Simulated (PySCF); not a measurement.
First SCF of a structure search on singlet CF4, at a hand-made square planar geometry. PySCF input:

```python
from pyscf import gto, scf, dft
mol = gto.M(atom='''
C      0.000000     0.000000     0.000000
F      1.390000     0.000000     0.000000
F      0.000000     1.390000     0.000000
F     -1.390000     0.000000     0.000000
F     -0.000000    -1.390000     0.000000''',
    basis={'C': 'def2-TZVP', 'F': 'def2-TZVP'},
    charge=0, spin=0)
mf = dft.RKS(mol, xc='PBE0')
mf.grids.atom_grid = (50, 194)
aux = {'C': 'def2-universal-JKFIT', 'F': 'def2-universal-JKFIT'}
mf = mf.density_fit(auxbasis=aux)
mf.conv_tol = 1e-08
mf.diis_space = 10
mf.max_cycle = 60
mf.init_guess = 'minao'
mf.verbose = 4
mf.kernel()
```

Excerpt of the output (cycles and frontier levels):

```
init E= -437.75300818662
  HOMO = -0.415491864341242  LUMO = -0.065719761581029  gap/eV = 9.51778
cycle= 1 E= -436.808110999293  delta_E= 0.945  |g|= 1.21  |ddm|= 1.86
  HOMO = -0.321693968838662  LUMO = -0.246117177561423  gap/eV = 2.05655
cycle= 2 E= -436.227734305283  delta_E= 0.58  |g|= 2.34  |ddm|= 1.42
  HOMO = -0.391261844744964  LUMO = -0.13320035362975  gap/eV = 7.02221
cycle= 3 E= -437.069997480661  delta_E= -0.842  |g|= 0.0594  |ddm|= 0.892
  HOMO = -0.39600101619245  LUMO = -0.132274620615402  gap/eV = 7.17636
cycle= 4 E= -437.07037862563  delta_E= -0.000381  |g|= 0.0172  |ddm|= 0.0251
  HOMO = -0.394341482151727  LUMO = -0.127922167289313  gap/eV = 7.24964
cycle= 5 E= -437.070435892075  delta_E= -5.73e-05  |g|= 0.00335  |ddm|= 0.0104
  HOMO = -0.394948091288285  LUMO = -0.128378724048481  gap/eV = 7.25372
cycle= 6 E= -437.070437352215  delta_E= -1.46e-06  |g|= 0.000437  |ddm|= 0.00192
  HOMO = -0.394919432528269  LUMO = -0.128320539644399  gap/eV = 7.25453
cycle= 7 E= -437.070437382471  delta_E= -3.03e-08  |g|= 1.94e-05  |ddm|= 0.000235
  HOMO = -0.394916848514839  LUMO = -0.12831803953609  gap/eV = 7.25452
cycle= 8 E= -437.070437382557  delta_E= -8.63e-11  |g|= 1.25e-06  |ddm|= 1.7e-05
  HOMO = -0.394917308324281  LUMO = -0.128318577869095  gap/eV = 7.25452
Extra cycle  E= -437.070437382558  delta_E= -6.82e-13  |g|= 9.82e-07  |ddm|= 1.61e-06
converged SCF energy = -437.070437382558
```

No lower solution of this spin was found by a stability analysis within the restricted form, which does not test spin polarisation.

The search for the lowest solution, with the stability check, took 3.4 s on 4 threads of a shared AMD EPYC 9R45 96-Core (Zen 5) host, with 155 basis functions; the process peaked at 0.5 GiB. Launch command: `OMP_NUM_THREADS=4 python axn.py task.json out`.
